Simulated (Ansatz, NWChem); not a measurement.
## C2H6S (ethanethiol): from total energies to a heat of formation

C2H6S has 9 atoms, charge 0, and is taken as a singlet. SMILES: `CCS`. The shape is that of a PBE0-D4/def2-TZVP optimisation. This is one conformer, not always the lowest.

Total energies at PBE0/def2-SVPD (NWChem 7.3.0); the atoms run unrestricted:

| species | state | energy (Eh) |
| --- | --- | --- |
| C2H6S | singlet | -477.602085 |
| C | triplet | -37.761463 |
| S | triplet | -397.843354 |
| H | doublet | -0.500291 |

Harmonic wavenumbers at PBE0-D4/def2-TZVP, in cm⁻¹: 210, 258, 330, 678, 738, 875, 997, 1074, 1124, 1279, 1304, 1404, 1469, 1481, 1489, 2705, 3046, 3072, 3110, 3120, 3141.

Measured heats of formation of the gaseous atoms at 298.15 K, in kJ/mol: C 716.9, S 277.0, H 218.0. Spin-orbit lowering of the atoms at 298 K (mean of the ground term's levels less their thermal mean, from spectra), in kJ/mol: C 0.02, S 1.88. Take 1 Eh = 2625.50 kJ/mol, 1 cm⁻¹ = 0.0119627 kJ/mol, RT = 2.479 kJ/mol.

Question: Work out the heat of formation of the gas at 298 K.

Answer: 
1. Electronic atomisation energy: 2 × (-37.761463) + (-397.843354) + 6 × (-0.500291) − (-477.602085) = 1.234059 Eh = 3240.0 kJ/mol.
2. Zero-point energy: half the sum of the wavenumbers, 16452 cm⁻¹ = 196.8 kJ/mol.
3. Thermal vibrational enthalpy, Σ hcν̃/(exp(hcν̃/kT) − 1): 4.8 kJ/mol. Translation, rotation and pV of a non-linear molecule: 4 RT = 9.9 kJ/mol.
4. The 9 free atoms carry 5/2 RT each: 55.8 kJ/mol.
5. Spin-orbit coupling lowers the free atoms by 2 × 0.02 + 1.88 = 1.9 kJ/mol.
6. Atomisation enthalpy at 298 K: 3240.0 − 1.9 − 196.8 − 4.8 − 9.9 + 55.8 = 3082.4 kJ/mol.
7. Sum of the atoms' heats of formation: 3018.8 kJ/mol. Heat of formation: 3018.8 − 3082.4 = -63.6 kJ/mol.

The tabulated value is -46.1 kJ/mol (CRC Handbook of Chemistry and Physics), so this level is off by -17.5 kJ/mol, or 0.6 % of the atomisation enthalpy that the table implies (3064.8 kJ/mol). Anharmonicity and any spin-orbit splitting of the molecule are left out.
